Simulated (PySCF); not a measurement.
**Gas-phase thermal properties of C₂H₅OH**

Method: PySCF energies (xtb for GFN2) plus ideal-gas RRHO corrections (1 bar). 'Table' is the NASA 1993 thermochemical table (part measured, part estimated). S°(298 K) at PBE0/def2-TZVP differs from the NASA 1993 table for C₂H₅OH (-11 J/mol/K); whether the harmonic model or the table's entry is off was not settled. 6-31G* has spherical d functions here. All species are closed-shell singlets. B3LYP is the form with VWN-RPA correlation. No R ln 2 is added for the mirror-image form of C₂H₅OH. The harmonic model lacks anharmonicity and excited electronic states, which grow with temperature; levels with a mode under 35 cm⁻¹ are left out. Internal rotation in C₂H₅OH is treated as a harmonic vibration of one conformer, which makes the entropy rough.

| level | point group | σ | ZPE (kJ/mol) | S°298 (J/mol/K) | Cp298 (J/mol/K) | S°1000 (J/mol/K) | H1000 − H298 (kJ/mol) |
|---|---|---|---|---|---|---|---|
| table | - | - | - | 280.6 | 65.3 | 404.4 | 77.4 |
| B3LYP/6-31G* | C1 | 1 | 211.1 | 268.7 | 64.2 | 392.2 | 77.4 |
| GFN2-xTB | C1 | 1 | 205.1 | 269.5 | 64.8 | 394.9 | 78.6 |
| HF/6-31G* | C1 | 1 | 225.7 | 267.0 | 61.3 | 384.7 | 73.9 |
| PBE/def2-SVP | C1 | 1 | 203.8 | 269.4 | 66.0 | 396.5 | 79.5 |
| PBE0/def2-TZVP | C1 | 1 | 210.4 | 269.5 | 64.8 | 393.9 | 77.9 |
σ: rotational symmetry number. Electronic degeneracy used: 1. Frequencies are unscaled.
